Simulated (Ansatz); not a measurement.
in.yaml

```yaml
crystal:
  periodic: [false, false, false]
  atoms:
    - {symbol: B, position_ang: [0.086270, -0.435449, 1.923994]}
    - {symbol: C, position_ang: [-0.078604, 0.487980, 0.775908]}
    - {symbol: Cl, position_ang: [-0.001984, -0.074826, -0.872644]}
    - {symbol: H, position_ang: [0.081125, 1.487668, 0.811917]}
basis:
  gaussian: {orbitals: cc-pVDZ, point_charges: [{charge: 1.00, position_ang: [2.778, -0.527, -0.609]}]}
magnetization: {spin_polarized: true, initial_magnetization: 3}
correlation: {method: ccsd_t, electrons: outside_noble_gas, diis_vectors: 12}
accuracy: high
```

```sh
$ ansatz run in.yaml --threads 1 --pin off --events-out ev --progress --plain --max-ram 2393MiB
```

Output:

```
1132 factors; integrals over basis functions are off by at most 3.5e-9 eV
mean field evaluation 1: about -14214.2287 eV, gradient 1.2e1 eV
mean field evaluation 2: about -14214.3399 eV, gradient 1.2e1 eV
mean field evaluation 4: about -14216.9937 eV, gradient 3.6e0 eV
mean field evaluation 8: about -14217.4474 eV, gradient 7.6e-1 eV
mean field evaluation 16: about -14217.4613 eV, gradient 1.8e-6 eV
mean field evaluation 32: about -14217.3326 eV, gradient 1.8e0 eV
mean field evaluation 64: about -14213.2656 eV, gradient 8.1e-1 eV
mean field evaluation 96: about -14216.1130 eV, gradient 5.1e-2 eV
mean field -14217.46134546 eV, -522.4820675043 hartree, gradient 4.8e-8 eV, S^2 3.756724; 4 other end points of the search recorded, 0 dependent functions left out
determinant -14217.46134546 eV, -522.4820675043 hartree, with singles and doubles -14225.93385047 eV, -522.7934263206 hartree
determinant -14216.11312869 eV, -522.4325214517 hartree, with singles and doubles -14224.31894195 eV, -522.7340795271 hartree
7 core orbitals not correlated: weight in the atoms' cores, before any rotation towards them, 1.000 or more for the frozen orbitals, at most 0.000 for the correlated occupied ones
reference -14217.46134546 eV, -522.4820675043 hartree; 9, 6 occupied and 35, 38 virtual orbitals, 1132 factors
second order -7.57527960 eV of doubles, -0.00000000 eV of singles
cycle   1  -8.47248147 eV  change    2.4e-5 eV  update   1.2e-3
cycle   2  -8.47285659 eV  change   -3.8e-4 eV  update   8.0e-4
cycle   3  -8.47277490 eV  change    8.2e-5 eV  update   4.2e-4
cycle   4  -8.47286490 eV  change   -9.0e-5 eV  update   1.7e-4
cycle   5  -8.47311750 eV  change   -2.5e-4 eV  update   8.0e-5
cycle   6  -8.47325092 eV  change   -1.3e-4 eV  update   5.4e-5
cycle   7  -8.47321875 eV  change    3.2e-5 eV  update   3.6e-5
cycle   8  -8.47317868 eV  change    4.0e-5 eV  update   1.9e-5
cycle   9  -8.47318490 eV  change   -6.2e-6 eV  update   8.1e-6
cycle  10  -8.47318540 eV  change   -5.0e-7 eV  update   2.7e-6
cycle  11  -8.47318382 eV  change    1.6e-6 eV  update   1.4e-6
cycle  12  -8.47318331 eV  change    5.0e-7 eV  update   7.2e-7
cycle  13  -8.47318324 eV  change    7.4e-8 eV  update   4.0e-7
cycle  14  -8.47318348 eV  change   -2.4e-7 eV  update   1.9e-7
cycle  15  -8.47318357 eV  change   -8.9e-8 eV  update   8.2e-8
cycle  16  -8.47318358 eV  change   -7.9e-9 eV  update   4.0e-8
cycle  17  -8.47318358 eV  change   -2.6e-9 eV  update   2.4e-8
cycle  18  -8.47318348 eV  change    1.0e-7 eV  update   9.3e-8
cycle  19  -8.47318349 eV  change   -1.1e-8 eV  update   2.5e-8
cycle  20  -8.47318349 eV  change    6.0e-9 eV  update   7.1e-9
cycle  21  -8.47318348 eV  change   7.6e-10 eV  update   2.7e-9
cycle  22  -8.47318348 eV  change   3.9e-10 eV  update   1.1e-9
perturbative correction -0.24920082 eV, -0.0091579613 hartree
Total energy: -14226.18372977 eV, -522.8026092154 hartree
```

Ran on 1 thread of Intel Xeon Platinum 8488C, shared host: 6 s wall, 0.25 GiB peak host memory.
